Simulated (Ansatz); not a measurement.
Results of PBE (Ansatz, a first-principles code, plane waves, PAW) for hcp Lu.

Numerical settings: plane-wave cutoff 520 eV, 24×24×12 k mesh (along the axes of the cell as run), Fermi–Dirac smearing 0.026 eV (set by the program), scalar-relativistic PAW data made under PBE.

Cell (measured lattice):

```
Lu
1.0
    3.50530     0.00000     0.00000
   -1.75265     3.03568     0.00000
    0.00000     0.00000     5.54930
Lu
2
Direct
  0.66667   0.33333   0.75000
  0.33333   0.66667   0.25000
```

Q: What does this level give for the elastic constant C33, Young modulus, Poisson ratio, elastic constant C11, elastic constant C13, elastic constant C12, elastic constant C44 and elastic constant C66?

A: 
- elastic constant C33 = 85.1 GPa
- Young modulus = 74.3 GPa
- Poisson ratio = 0.220
- elastic constant C11 = 89.4 GPa
- elastic constant C13 = 19.7 GPa
- elastic constant C12 = 27.6 GPa
- elastic constant C44 = 28.1 GPa
- elastic constant C66 = 30.9 GPa

Note: the cell isn't this level's own, so it is under some stress, which shifts stiffness and frequencies.

Elastic constants are with the ions relaxed.

Spin–orbit coupling is not included.

Computed values are for the static lattice.

The result took roughly 40 core-minutes.
